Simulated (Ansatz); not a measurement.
A run of Ansatz (development build ahead of 0.2.0) on triplet CFMg(+) at this shape:

```xyz
3

F     0.0000    0.0000    0.0000
C     0.0000    2.0386    1.5642
Mg    0.0000   -3.0349    2.3287
```

Its results:

```yaml
Converged: yes
Total_energy: -337.20506 hartree
Spin_squared_of_the_determinant: 2.553
Stability_test: minimum
```

Which input gives this output? Name the method, the orbitals and the basis set, and write the input.

PBE0 (unrestricted) in pcseg-2.

```yaml
crystal:
  periodic: [false, false, false]
  atoms:
    - { symbol: F, position_ang: [0.0, 0.0, 0.0] }
    - { symbol: C, position_ang: [0.0, 2.0386, 1.5642] }
    - { symbol: Mg, position_ang: [0.0, -3.0349, 2.3287] }
basis:
  gaussian: { orbitals: pcseg-2 }
total_charge: 1
magnetization:
  spin_polarized: true
  initial_magnetization: 2
hamiltonian:
  xc: pbe0
```

Caution: charge can spread falsely over distant fragments; the unrestricted determinant is spin contaminated; other spin multiplicities may lie lower.
